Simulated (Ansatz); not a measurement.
Geometry optimisation, RKS PBE-D4/6-31G* in Ansatz.

The input (input.yaml):

```yaml
crystal:
  periodic: [false, false, false]
  atoms:
    - { symbol: O, position_ang: [1.219, -0.3602, -1.3708] }
    - { symbol: C, position_ang: [0.9427, -0.3602, 0.0409] }
    - { symbol: S, position_ang: [0.7358, 1.1911, 0.7799] }
    - { symbol: C, position_ang: [-0.3566, 0.0017, 0.5281] }
    - { symbol: O, position_ang: [-1.409, 0.3054, -0.4782] }
    - { symbol: F, position_ang: [-0.8946, -0.6629, 1.6494] }
    - { symbol: H, position_ang: [0.4923, 0.2104, -1.8041] }
    - { symbol: H, position_ang: [2.00628, -0.96045, -1.36977] }
    - { symbol: H, position_ang: [-2.1858, 0.6985, 0.0305] }
basis:
  gaussian: { orbitals: "6-31G*" }
hamiltonian:
  xc: pbe
  dispersion: d4
relax:
  f_tol: 0.02
  max_steps: 50
```

Command:

```bash
$ ansatz run input.yaml --threads 2 --pin off --max-ram 3072MiB --backend cpu --events-out ev --progress --plain --runs-dir out
```

**Question.** Where does it end, and by what steps?

**Answer.** It converged. After 23 steps the energy has fallen by 2.468 eV; H7 moved furthest, 0.75 Å. Parted: O1–C2.

```tsv
step	energy less start (eV)	largest force component (eV/Å)	accepted
0	0.0000	5.531	yes
1	-0.9622	3.358	yes
2	-1.6323	1.151	yes
3	-1.8382	1.198	yes
4	-1.9267	2.667	yes
5	-2.2892	0.647	yes
6	-2.3004	2.245	yes
7	-2.3705	0.456	yes
8	-2.3604	0.727	no
9	-2.4037	0.380	yes
10	-2.4146	0.221	yes
11	-2.4224	0.104	yes
12	-2.4304	0.174	yes
13	-2.4343	0.334	yes
14	-2.4401	0.308	yes
15	-2.4251	0.428	no
16	-2.4485	0.098	yes
17	-2.4522	0.414	yes
18	-2.4592	0.236	yes
19	-2.4632	0.167	yes
20	-2.4661	0.132	yes
21	-2.4674	0.075	yes
22	-2.4679	0.034	yes
23	-2.4680	0.016	yes
```

```xyz
9
Properties=species:S:1:pos:R:3
O 1.321 -0.087 -2.026
C 1.021 -0.334 0.453
S 0.885 1.181 1.310
C -0.405 0.016 0.632
O -1.184 0.351 -0.428
F -1.118 -0.644 1.598
H 0.417 -0.436 -2.168
H 1.660 -0.653 -1.281
H -2.047 0.670 -0.084
```

The run took 53 s on 2 threads of Arm Neoverse V1, with other jobs on the host, peak memory 0.19 GiB.
